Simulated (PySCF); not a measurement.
Reproducing measurements on ethyl cyanide

**Measured values to compare with.**

From NIST CCCBDB Release 22 (SRD 101), experimental dipoles, for the gas: dipole moment 4.011 D.

NIST CCCBDB Release 22 (SRD 101), experimental polarizabilities lists, for the gas: mean polarisability 6.24 Å³.

The runs below try to reproduce these values; the comparison stands at the end.

Compound: ethyl cyanide, C₃H₅N.
Numbering: `[CH3:1][CH2:2][C:3]#[N:4]` (hydrogens: H5, H6, H7 on C1; H8, H9 on C2)

Cartesian coordinates in Å at the PBE0-D3(BJ)/def2-TZVP level; atoms count from 1:
```
atom  x, y, z in Å
C1    -0.9768   -0.2717    0.0598
C2     0.3175    0.4459   -0.3098
C3     1.4830   -0.1418    0.3320
N4     2.3922   -0.6201    0.8478
H5    -1.1504   -0.2327    1.1356
H6    -0.9396   -1.3200   -0.2389
H7    -1.8197    0.2018   -0.4448
H8     0.2712    1.5006   -0.0241
H9     0.4796    0.4204   -1.3912
```

Runs made with PySCF (gas phase, on this PBE0-D3(BJ)/def2-TZVP geometry; no spin–orbit coupling):

| level | job | basis functions | wall time |
| --- | --- | --- | --- |
| PBE0-D3(BJ)/def2-TZVP, grid level 2 | geometry optimisation from a GFN2-xTB start shaken at random | 154 | 38 s |
| B97-2/pcSseg-2 | shieldings | 214 | 12 s |
| KT3/pcSseg-2 | shieldings | 214 | 18 s |
| PBE0/pcSseg-2 | shieldings, charges and field gradients | 214 | 15 s |
| wB97X-D/pcSseg-2 | shieldings | 214 | 16 s |
| CAM-B3LYP/aug-cc-pVTZ | 10 singlets by full TDDFT, 4 Tamm–Dancoff triplets, polarisability | 299 | 28 s |
| PBE0/aug-cc-pVTZ | 10 singlets by full TDDFT, 4 Tamm–Dancoff triplets, polarisability, dynamic polarisability | 299 | 26 s |
| wB97X-D/aug-cc-pVTZ | 10 singlets by full TDDFT, 4 Tamm–Dancoff triplets, polarisability, ΔSCF ions | 299 | 2.1 min |
| B3LYP/pcJ-2 | spin–spin couplings from 9 perturbed nuclei | 324 | 36 s |
| B97-2/pcJ-2 | spin–spin couplings from 9 perturbed nuclei | 324 | 35 s |
| PBE0/pcJ-2 | spin–spin couplings from 9 perturbed nuclei | 324 | 36 s |

Hardware: an Intel Xeon Platinum 8488C with one thread (shared host).

## Comparison

**Dipole moment.** Measured: 4.011 D (NIST CCCBDB Release 22 (SRD 101), experimental dipoles).

```csv
level,computed (D),computed − measured (D),% (from the printed values)
PBE0-D3(BJ)/def2-TZVP,4.118,+0.107,+3
B97-2/pcSseg-2,4.138,+0.127,+3
KT3/pcSseg-2,4.021,+0.010,0
PBE0/pcSseg-2,4.158,+0.147,+4
wB97X-D/pcSseg-2,4.178,+0.167,+4
CAM-B3LYP/aug-cc-pVTZ,4.188,+0.177,+4
PBE0/aug-cc-pVTZ,4.158,+0.147,+4
wB97X-D/aug-cc-pVTZ,4.167,+0.156,+4
B3LYP/pcJ-2,4.138,+0.127,+3
B97-2/pcJ-2,4.133,+0.122,+3
PBE0/pcJ-2,4.153,+0.142,+4
```

Closest is KT3/pcSseg-2 (+0.010 D), furthest CAM-B3LYP/aug-cc-pVTZ (+0.177 D); one molecule doesn't rank methods. All 11 levels lie above the measurement. The computed dipoles belong to one fixed geometry; measured ones are averaged over vibrations unless marked μe. Magnitudes are compared, not signs.

**Mean polarisability.** Measured: 6.24 Å³ (NIST CCCBDB Release 22 (SRD 101), experimental polarizabilities).

```csv
level,computed (Å³),computed − measured (Å³),% (from the printed values)
CAM-B3LYP/aug-cc-pVTZ,6.15,-0.09,-1
PBE0/aug-cc-pVTZ,6.17,-0.07,-1
wB97X-D/aug-cc-pVTZ,6.16,-0.08,-1
```

Closest is PBE0/aug-cc-pVTZ (-0.07 Å³), furthest CAM-B3LYP/aug-cc-pVTZ (-0.09 Å³); one molecule doesn't rank methods. All 3 levels lie below the measurement. The computed values are static and purely electronic, with core orbitals frozen in the response (1 au = 0.148185 Å³). The table of measured values doesn't say here whether a value is static or optical, or holds a vibrational part.

The geometry is computed, not the measured one. Where a level misses, the cause wasn't examined.
